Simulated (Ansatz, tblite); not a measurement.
# The cluster Au₂Cl₂+: a ladder of methods and basis sets

One table from this session's results is given with a row withheld; the runs are named, their logs left out.

Program: Ansatz 0.2.0, Gaussian basis. Level of theory: as each input shows. These are calculated values, not measurements.

Levels to be run: GFN1-xTB, GFN2-xTB, PBE-D4/def2-TZVP, r2SCAN-D4/def2-TZVP, BHLYP-D4/def2-TZVP, B2PLYP/def2-TZVP, HSE06-D4/def2-TZVP, B3LYP-D4/def2-TZVP, LC-ωPBE/def2-TZVP, PBE-D4/def2-SVP, PBE0-D4/def2-SVP, CCSD(T)/def2-SVP, MP2/def2-TZVP, RPA/def2-TZVP.

## The geometry

The doublet was relaxed beforehand with PBE0-D4/def2-SVP. At that level it is the lowest of the isomers that a small search found.

4 atoms, charge 1, spin multiplicity 2.

Bond lengths: Au1–Cl3 2.355 Å, Au2–Cl3 2.321 Å, Au2–Cl4 2.229 Å. Angles: Cl3–Au2–Cl4 177.9°, Au1–Cl3–Au2 109.3°.

Au takes a core potential in the def2 sets. No spin-orbit coupling is included. The ion is computed in the gas phase, without counter-ions or solvent.

PBE0-D4/def2-TZVP was run before; its log isn't repeated, and its numbers join the tables.

Set-up of the first run:

Tight binding, by tblite at 300 K electronic temperature and without a spin-polarisation term:

```python
tblite.interface.Calculator('GFN1-xTB', numbers, positions, charge=1, uhf=1).singlepoint()
```

Tight binding, by tblite at 300 K electronic temperature and without a spin-polarisation term:

```python
tblite.interface.Calculator('GFN2-xTB', numbers, positions, charge=1, uhf=1).singlepoint()
```

start.molden holds the orbitals of an earlier run on this state, given as this run's starting guess.

in.yaml reads:

```yaml
crystal:
  periodic: [false, false, false]
  atoms:
    - {symbol: Au, position_ang: [2.821958, -0.407264, 0.088115]}
    - {symbol: Au, position_ang: [-0.945441, 0.160006, -0.061952]}
    - {symbol: Cl, position_ang: [0.759481, -0.876652, 1.123500]}
    - {symbol: Cl, position_ang: [-2.635998, 1.123910, -1.149662]}
basis:
  gaussian: {orbitals: def2-TZVP, initial_orbitals: start.molden}
total_charge: 1
magnetization: {spin_polarized: true, initial_magnetization: 1}
hamiltonian: {xc: pbe, dispersion: d4}
scf: {omitted_lower_state_checks: [starts]}
output: {orbitals: {seedname: orbitals}}
```

The run is started by

```bash
> ansatz run in.yaml --threads 4 --pin off --events-out ev --progress --plain --max-ram 3916MiB
```

Steps of the session up to this table: PBE-D4/def2-TZVP; r2SCAN-D4/def2-TZVP; BHLYP-D4/def2-TZVP; B2PLYP/def2-TZVP; HSE06-D4/def2-TZVP; B3LYP-D4/def2-TZVP; LC-ωPBE/def2-TZVP; PBE-D4/def2-SVP; PBE0-D4/def2-SVP; CCSD(T)/def2-SVP; MP2/def2-TZVP; RPA/def2-TZVP.

One table of the session follows, with a row left open; its other results are not shown here.

```
              level  HOMO (eV)  LUMO (eV)  gap (eV)
    PBE-D4/def2-SVP     -11.98     -11.86      0.12
   PBE-D4/def2-TZVP     -11.96     -11.80      0.16
r2SCAN-D4/def2-TZVP     -12.21     -11.77      0.44
 B3LYP-D4/def2-TZVP     -13.08     -11.27      1.81
   PBE0-D4/def2-SVP     -13.38     -11.15      2.23
  PBE0-D4/def2-TZVP     -13.31     -11.04      2.27
 HSE06-D4/def2-TZVP     -12.91     -11.41      1.50
 BHLYP-D4/def2-TZVP     -14.41      -9.97      4.44
  LC-ωPBE/def2-TZVP          ?          ?         ?
```

Estimate the missing values for LC-ωPBE/def2-TZVP.

The run gave: HOMO (eV): -15.82; LUMO (eV): -8.74; gap (eV): 7.08. In the column «HOMO (eV)» it is the lowest.
